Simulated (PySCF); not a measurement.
Cartesian coordinates in Å; atom numbers follow the order of the lines, from 1:
```xyz
6

B     0.3402    0.5914    0.0035
H     1.3611    0.6803    0.6474
H    -0.0940    1.5234   -0.6348
N    -0.3512   -0.6113   -0.0035
H    -1.2100   -0.7537   -0.5194
H    -0.0462   -1.4300    0.5068
```

All values are calculated (PySCF 2.14): GIAO PBE0/pcSseg-1 shieldings, structure optimised with PBE0-D3(BJ)/def2-SVP. Gas phase, averaged over atoms made equivalent by symmetry, fast rotation or ring inversion, one conformer, non-relativistic.

Shifts are taken against calculated references (same method and geometry level): 1H vs TMS; BF3·OEt2 for 11B; 15N against NH3.

```
atoms  nucleus  count  δ (ppm)
H5/H6       1H      2     4.45
   B1      11B      1        ?
   N4      15N      1        ?
H2/H3       1H      2     4.81
```

**Question.** Fill in the missing shifts.

**Answer.** 
- B1: 38.1 ppm, boron bonded to N, 2 H
- N4: 124.0 ppm, nitrogen bonded to B, 2 H

OH and NH positions are those of a molecule without intermolecular hydrogen bonds; in solution they move with solvent, concentration and temperature, and exchange usually removes their couplings. Hydrogens on boron are broadened and split by 11B (spin 3/2, 80 %) and 10B (spin 3). Experimental scales use liquid or dissolved standards, which lie at an offset from isolated NH3 (liquid NH3: subtract about 20 ppm).
